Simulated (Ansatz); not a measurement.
We consider cubic perovskite BaTiO₃ (cubic high-temperature phase), described by BLYP in Ansatz (plane waves, PAW).

Run with plane-wave cutoff 520 eV, 8×8×8 k mesh, Fermi–Dirac smearing 0.01 eV, no spin polarisation, scalar-relativistic PAW data made under PBE.

Pressure at four volumes; x = ln(V/13.426 Å³). One pressure is withheld.

```
V (Å³/atom)        x  P (GPa)
-----------  -------  -------
12.620       -0.0619        ?
12.889       -0.0408     6.79
13.426        0.0000     0.00
14.231        0.0582    -7.76
```

Problem. Pass a parabola P(x) through the three rows shown, estimate the bulk modulus and its pressure derivative near zero pressure, and predict the withheld pressure.

Solution. Slopes between the rows: (0.00 − (6.79))/(0.0000 − (-0.0408)) = -166.42 and (-7.76 − (0.00))/(0.0582 − (0.0000)) = -133.33 GPa. Their difference over the span 0.0990 is c = 33.09/0.0990 = 334.2 GPa, so P(x) = 6.79 + (-166.42)(x − (-0.0408)) + 334.2 (x − (-0.0408))(x − (0.0000)). At the middle row B = −dP/dx = −[-166.42 + 334.2 × 0.0408] = 152.8 GPa, and B′ = dB/dP = 2c/B = 4.4. At x = -0.0619 the parabola gives 10.74 GPa; the run gives 10.80 GPa. The Birch–Murnaghan fit to the energies at all volumes has B0 = 152 GPa and B′ = 4.5.

Measured, for comparison: bulk modulus 162 GPa (temperature not stated, no zero-point or thermal correction, our sources range from 162 to 173; as tabulated in Matsushita et al. (2011), arXiv:1104.2769). Computed (rounded) less measured: bulk modulus -6 % (-6 % to -12 % over the range).

Note: the relaxation could not lower the start's symmetry, so the cell can be a saddle point above a distorted one.

Spin–orbit coupling is not included.

Ansatz is a program for electronic structure.
